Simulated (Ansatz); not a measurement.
in.yaml

```yaml
crystal:
  periodic: [false, false, false]
  atoms:
    - {symbol: Y, position_ang: [0.000000, 0.000000, 0.000000]}
    - {symbol: N, position_ang: [0.000000, 0.000000, 1.773000]}
basis:
  gaussian: {orbitals: def2-TZVP}
magnetization: {spin_polarized: false}
correlation: {method: bccd, electrons: outside_noble_gas}
```

```sh
$ ansatz run in.yaml --threads 1 --pin off --events-out ev --progress --plain --max-ram 2393MiB
```

Log:

```
552 factors; integrals over basis functions are off by at most 1.0e-3 eV
mean field evaluation 1: about -2491.6852 eV, gradient 8.2e1 eV
mean field evaluation 2: about -2491.6919 eV, gradient 8.2e1 eV
mean field evaluation 4: about -2505.0066 eV, gradient 3.5e1 eV
mean field evaluation 8: about -2508.8031 eV, gradient 8.3e-1 eV
mean field evaluation 16: about -2508.8200 eV, gradient 2.6e-5 eV
mean field evaluation 32: about -2504.9866 eV, gradient 8.5e0 eV
mean field evaluation 64: about -2505.7288 eV, gradient 1.5e0 eV
mean field evaluation 96: about -2503.0578 eV, gradient 4.7e-1 eV
mean field evaluation 128: about -2505.5072 eV, gradient 4.7e0 eV
mean field evaluation 160: about -2503.0595 eV, gradient 4.1e-4 eV
...
cycle   7  -7.61821488 eV  change    1.0e-3 eV  update   1.2e-3
cycle   8  -7.61873220 eV  change   -5.2e-4 eV  update   1.1e-3
cycle   9  -7.61899842 eV  change   -2.7e-4 eV  update   8.7e-4
cycle  10  -7.61875394 eV  change    2.4e-4 eV  update   5.1e-4
cycle  11  -7.61842912 eV  change    3.2e-4 eV  update   2.9e-4
cycle  12  -7.61864450 eV  change   -2.2e-4 eV  update   1.4e-4
cycle  13  -7.61851084 eV  change    1.3e-4 eV  update   6.8e-5
cycle  14  -7.61851997 eV  change   -9.1e-6 eV  update   3.0e-5
cycle  15  -7.61856154 eV  change   -4.2e-5 eV  update   1.1e-5
cycle  16  -7.61855633 eV  change    5.2e-6 eV  update   8.9e-6
Total energy: -2516.43858562 eV, -92.4774123184 hartree
```

Ran on 1 thread of AMD EPYC, shared host: 27 s wall, 0.19 GiB peak host memory.
